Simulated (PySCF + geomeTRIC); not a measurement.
Species: H3N, SMILES `N` (charge 0, multiplicity 1).

Task: Give a relaxed geometry from BP86-D3(BJ)/def2-SVP (PySCF + geomeTRIC).

Result: the end point of this relaxation (outside a Z-matrix the atoms follow the SMILES, hydrogens last).
Bonded distances (Å): N1–H2 1.032, N1–H3 1.032, N1–H4 1.032. Bond angles (°): H2–N1–H3 104.1, H2–N1–H4 104.1, H3–N1–H4 104.1.
